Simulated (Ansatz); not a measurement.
```yaml
crystal:
  periodic: [false, false, false]
  atoms:
    - {symbol: S, position_ang: [-2.550604, 0.819048, -2.431507]}
    - {symbol: C, position_ang: [-0.494611, 1.177095, 0.299542]}
    - {symbol: C, position_ang: [0.591144, -1.349611, 1.087640]}
    - {symbol: S, position_ang: [2.273222, -3.000766, -1.389970]}
    - {symbol: H, position_ang: [-4.054761, 2.783101, -1.869497]}
    - {symbol: H, position_ang: [-1.593757, 1.957985, 1.861444]}
    - {symbol: H, position_ang: [1.026000, 2.501283, -0.144820]}
    - {symbol: H, position_ang: [-0.927083, -2.639505, 1.627236]}
    - {symbol: H, position_ang: [1.827418, -1.109879, 2.722923]}
    - {symbol: H, position_ang: [4.060259, -1.235319, -1.757512]}
basis:
  gaussian: {orbitals: def2-mTZVP, nuclear_model: gaussian}
hamiltonian: {xc: {name: PBE}, dispersion: d3bjatm}
scf: {lower_state_search: light}
output: {forces: true}
```

```sh
$ ansatz run in.yaml --threads 4 --pin off --events-out ev --progress --plain --max-ram 10444MiB
```

Shortened log:

```
Functional definition: PBE
1084 factors; their error is unknown
mean field evaluation 1: about -23797.1050 eV, gradient 2.5e1 eV
mean field evaluation 2: about -23738.4700 eV, gradient 8.6e1 eV
mean field evaluation 4: about -23786.3339 eV, gradient 4.8e1 eV
mean field evaluation 8: about -23799.7436 eV, gradient 3.4e-1 eV
mean field evaluation 16: about -23799.7211 eV, gradient 1.3e-3 eV
mean field evaluation 128: about -23799.6715 eV, gradient 5.7e-6 eV
mean field -23799.72113908 eV, -874.6236198308 hartree, gradient 8.3e-6 eV, S^2 0.000000; 8 other end points of the search recorded, 0 dependent functions left out
reference -23799.72119915 eV, -874.6236220382 hartree; 25, 25 occupied and 75, 75 virtual orbitals, 1084 factors
Total energy: -23799.88388320 eV, -874.6296005668 hartree
Atom 0 at    -2.550604     0.819048    -2.431507 Å, force    -0.819963     1.920443     1.215425 eV/Å
Atom 1 at    -0.494611     1.177095     0.299542 Å, force     0.483098     1.567265     1.059217 eV/Å
Atom 2 at     0.591144    -1.349611     1.087640 Å, force    -0.432910    -0.782438     1.761596 eV/Å
Atom 3 at     2.273222    -3.000766    -1.389970 Å, force     1.162613     2.072227     0.367896 eV/Å
Atom 4 at    -4.054761     2.783101    -1.869497 Å, force     1.385194    -1.821508    -0.492891 eV/Å
Atom 5 at    -1.593757     1.957985     1.861444 Å, force     1.450728    -0.952066    -2.050009 eV/Å
Atom 6 at     1.026000     2.501283    -0.144820 Å, force    -2.037970    -1.694291     0.575431 eV/Å
Atom 7 at    -0.927083    -2.639505     1.627236 Å, force     2.054617     1.665214    -0.686567 eV/Å
Atom 8 at     1.827418    -1.109879     2.722923 Å, force    -1.594677    -0.358002    -2.113633 eV/Å
Atom 9 at     4.060259    -1.235319    -1.757512 Å, force    -1.650731    -1.616845     0.363535 eV/Å
Dipole moment:     0.060426     0.243971     0.227247 e Å
```

In this input the coordinates are in bohr but typed as ångström. The calculation finished and met its thresholds. The result belongs to that input, not to the molecule as meant.
